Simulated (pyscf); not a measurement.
**Addition across a multiple bond or ene-type step: `[O]=[Si]` [singlet] + `[FH]` → `[OH][Si][F]` [singlet]**

Gas phase, singlet surface, charge 0. Bonds broken: F3–H4. Bonds formed: Si1–F3, O2–H4. PySCF, gas phase, ωB97X-D3(BJ)/def2-SVP geometries. MP2 and CC: frozen core, UHF for open shells. ΔMP2 is the change of the MP2 total energy from the triple- to the quadruple-zeta basis.

Transition state (Å):

```xyz
4

Si     1.2479     1.6749    -0.4101
O      0.4791     0.6549    -1.3177
F      0.4003     0.3308     0.9470
H      0.1724     0.0967    -0.0576
```

One imaginary mode, 558i cm⁻¹; descent along it reached the two sides named, in the forms told below.

```tsv
bond	change	reactant side (Å)	saddle	product side
F3–H4	breaks	0.945	1.056	2.548
Si1–F3	forms	2.7	2.090	1.646
O2–H4	forms	1.796	1.412	0.967
```

Electronic energies relative to the separated reactants (kcal/mol):

```json
[
 {"level": "ωB97X-D3(BJ)/def2-TZVP", "barrier": "-4.0", "reaction energy": "-52.8", "reverse barrier": "48.8"},
 {"level": "PBE/def2-TZVP", "barrier": "-6.3", "reaction energy": "-48.6", "reverse barrier": "42.3"},
 {"level": "r²SCAN/def2-TZVP", "barrier": "-5.2", "reaction energy": "-51.8", "reverse barrier": "46.6"},
 {"level": "B3LYP-D3(BJ)/def2-TZVP", "barrier": "-3.3", "reaction energy": "-50.5", "reverse barrier": "47.2"},
 {"level": "PBE0-D3(BJ)/def2-TZVP", "barrier": "-5.3", "reaction energy": "-52.5", "reverse barrier": "47.2"},
 {"level": "M06-2X/def2-TZVP", "barrier": "-3.9", "reaction energy": "-53.4", "reverse barrier": "49.5"},
 {"level": "ωB97M-D3(BJ)/def2-TZVP", "barrier": "-3.7", "reaction energy": "-51.1", "reverse barrier": "47.4"},
 {"level": "HF/def2-TZVP", "barrier": "6.4", "reaction energy": "-54.6", "reverse barrier": "60.9"},
 {"level": "MP2/def2-QZVPP", "barrier": "1.0", "reaction energy": "-45.5", "reverse barrier": "46.4"},
 {"level": "CCSD/def2-TZVPP", "barrier": "1.8", "reaction energy": "-48.9", "reverse barrier": "50.7"},
 {"level": "CCSD(T)/def2-TZVPP", "barrier": "1.1", "reaction energy": "-46.8", "reverse barrier": "47.9"},
 {"level": "CCSD(T)/def2-TZVPP + ΔMP2(QZVPP)", "barrier": "0.9", "reaction energy": "-47.4", "reverse barrier": "48.3"}
]
```

With CCSD(T)/def2-TZVPP + ΔMP2(QZVPP) energies and thermal terms (ideal gas, 1 atm, RRHO with modes under 100 cm⁻¹ raised to 100, one conformer, R ln 2 for rigid chiral ones), in kcal/mol:

```csv
T (K),ΔH‡,ΔG‡,ΔH,ΔG
298,-0.2,8.6,-46.1,-37.7
600,-0.9,17.8,-46.1,-29.1
900,-1.1,27.1,-45.7,-20.7
1200,-1.0,36.5,-45.1,-12.5
```

On the reactant side the descent ends in a bound adduct, 8.6 kcal/mol under the separated species and 4.6 kcal/mol under the saddle at ωB97X-D3(BJ)/def2-TZVP. At ωB97X-D3(BJ), PBE, r²SCAN, B3LYP-D3(BJ), PBE0-D3(BJ), M06-2X, ωB97M-D3(BJ) the saddle lies under the separated reactants, which points to a path from their complex (located at ωB97X-D3(BJ) alone). One saddle was located; it need not be the lowest between these sides. The CCSD(T) − MP2 part came from Ansatz, without density fitting, on the same reference.
